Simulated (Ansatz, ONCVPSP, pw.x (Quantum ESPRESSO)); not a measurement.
# What a changed setting does to a pw.x run (bcc Ti)

Potential: optimised norm-conserving Vanderbilt (ONCV), ONCVPSP 4.0.1.1 (patched build), LDA (Perdew-Wang 92); core [Ne], reference 3s2 3p6 3d3 4s1; waves: 3s+4s: rc 2.05 bohr, ncon 4, nbas 7, qcut 7.3 1/bohr, 2 projectors; 3p: rc 1.60 bohr, ncon 4, nbas 8, qcut 9.4 1/bohr, 2 projectors, debl 1.6 Ha; 3d: rc 2.10 bohr, ncon 5, nbas 10, qcut 7.9 1/bohr, 2 projectors, debl 1 Ha; local part: polynomial inside 1.40 bohr (lpopt 1, dvloc0 -1 Ha); core correction: Teter function fitted to the true core (icmod 2), fcfact 0.3.

The reference run (k-mesh 15³, cutoffs 65/260 Ry, Fermi–Dirac 0.01 Ry, mixing_beta 0.4, conv_thr 1e-9, no spin) gives 0.88 GPa at 15.920 Å³/atom, where all-electron LAPW gives 0.34 GPa. This run, with its own iteration cap, changes mixing_beta to 0.2.

```
&control
  calculation='scf', prefix='x', pseudo_dir='./', outdir='./tmp', tstress=.true., disk_io='none'
/
&system
  ibrav=0, nat=1, ntyp=1, ecutwfc=65, ecutrho=260, nbnd=14,
  occupations='smearing', smearing='fd', degauss=0.01
/
&electrons
  conv_thr=1e-09, mixing_beta=0.2, electron_maxstep=50
/
ATOMIC_SPECIES
Ti 1.0 Ti.UPF
CELL_PARAMETERS angstrom
  -1.58475096 1.58475096 1.58475096
  1.58475096 -1.58475096 1.58475096
  1.58475096 1.58475096 -1.58475096
ATOMIC_POSITIONS crystal
Ti 0.0000 0.0000 0.0000
K_POINTS automatic
15 15 15 0 0 0
```

```bash
pw.x < Ti.scf.in > Ti.scf.out
```

**Question.** How does the run end?

**Answer.** It converges in 9 iterations; the free energy moves by +0.0 meV/atom and the pressure by +0.00 GPa. The result is that of the reference run.

```
Message from routine setup:
     using ibrav=0 with symmetry is DISCOURAGED, use correct ibrav instead
     lattice parameter (alat)  =       5.1871  a.u.
     unit-cell volume          =     107.4335 (a.u.)^3
     number of electrons       =        12.00
     number of Kohn-Sham states=           14
     kinetic-energy cutoff     =      65.0000  Ry
     charge density cutoff     =     260.0000  Ry
     scf convergence threshold =      1.0E-09
     Exchange-correlation= SLA  PW   NOGX NOGC
     number of k points=   120  Fermi-Dirac smearing, width (Ry)=  0.0100
     iteration #  1     ecut=    65.00 Ry     beta= 0.20
     total energy              =    -124.26074014 Ry
     estimated scf accuracy    <       0.18344215 Ry
     iteration #  2     ecut=    65.00 Ry     beta= 0.20
     total energy              =    -124.23269927 Ry
     estimated scf accuracy    <       0.06420065 Ry
     iteration #  3     ecut=    65.00 Ry     beta= 0.20
     total energy              =    -124.24566598 Ry
     estimated scf accuracy    <       0.00191847 Ry
     [... 3 iterations left out ...]
     iteration #  7     ecut=    65.00 Ry     beta= 0.20
     total energy              =    -124.24477152 Ry
     estimated scf accuracy    <       0.00000004 Ry
     iteration #  8     ecut=    65.00 Ry     beta= 0.20
     total energy              =    -124.24477151 Ry
     estimated scf accuracy    <       0.00000002 Ry
     iteration #  9     ecut=    65.00 Ry     beta= 0.20
     the Fermi energy is    14.2633 ev
!    total energy              =    -124.24477151 Ry
     estimated scf accuracy    <          5.2E-11 Ry
     smearing contrib. (-TS)   =      -0.00911991 Ry
     The total energy is F=E-TS. E is the sum of the following terms:
     one-electron contribution =     -36.88706760 Ry
     hartree contribution      =      23.34032494 Ry
     xc contribution           =     -23.19405280 Ry
     ewald contribution        =     -87.49485615 Ry
     convergence has been achieved in   9 iterations
          total   stress  (Ry/bohr**3)                   (kbar)     P=        8.74
     Message from routine punch:
     Nothing written, as per user request (disk_io='none')
```

The run took about 40 s on one core of a shared host (Neoverse-N1, 64 threads, 124 GiB, load 57).
